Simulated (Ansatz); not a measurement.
A barrier at the coupled-cluster level

Start structure (AlNH$_{6}$S, singlet), relaxed at PBE0-D4/def2-TZVP:

```
atom    x (Å)    y (Å)    z (Å)
 Al1  -0.5499   0.2533  -0.7370
  S2   1.1480   1.6916  -0.9635
  H3  -0.4922  -1.0495  -1.6563
  H4  -1.9345   0.9548  -0.3725
  H5  -0.0002   0.1756   1.7758
  N6  -0.0966  -0.5672   1.0899
  H7   1.9376   0.8161  -1.6068
  H8   0.7912  -1.0579   1.0488
  H9  -0.8034  -1.2167   1.4217
```

The step: AlH₃S ([AlH2][SH]) + NH₃ → AlNH₄ ([NH2][AlH2]) + H₂S (still joined by a long Al–S bond); bonds formed: S2–H5; dative contacts that become bonds: Al1–N6; bonds broken: H5–N6; bonds weakened to dative contacts: Al1–S2. Computed with Ansatz 0.2.0 (basis: def2-TZVPP and def2-QZVPP); correlated methods freeze the cores. Extrapolation: Hartree–Fock as exp(−7.88 √X), correlation as X^−2.97. Energies below are by CCSD(T) at an estimated basis limit (MP2 extrapolated from triple and quadruple zeta, plus CCSD(T) − MP2 in triple zeta).

(1) What are the electronic barrier and the energy of the step, from the start structure to the end structure? (An estimate is asked for; the value comes from the calculation.)

The T1 diagnostic stays at or below 0.011.

## Answers

(1) By the calculation: Barrier 130.9 kJ/mol; step energy 109.7 kJ/mol (uphill); reverse barrier, their difference, 21.3 kJ/mol. Barrier and step energy count from the start structure, the reverse barrier from the end structure.

The saddle point: One imaginary mode of 373i cm⁻¹.
```tsv
pair	start (Å)	saddle (Å)	end (Å)
Al1–N6	2.05	1.86	1.79
S2–H5	3.33	1.45	1.34
Al1–S2	2.24	2.53	2.62
H5–N6	1.02	1.70	3.41
```

Zero-point energy (harmonic, PBE0-D4): ZPE is 163.3 kJ/mol at the start and 146.9 kJ/mol at the saddle, so the barrier goes from 130.9 to 114.5 kJ/mol.

Labels in which every atom is bracketed show which atoms are joined, not bond orders.

For scale, one of the runs: CCSD(T)/def2-TZVPP, 199 basis functions, launched by `ansatz run in.yaml --threads 2 --pin off --events-out ev --progress --plain --max-ram 4352MiB`. Hardware: 2 CPU threads of an Arm Neoverse V1, shared host. Wall time 44 s; peak host memory 2.2 GiB.
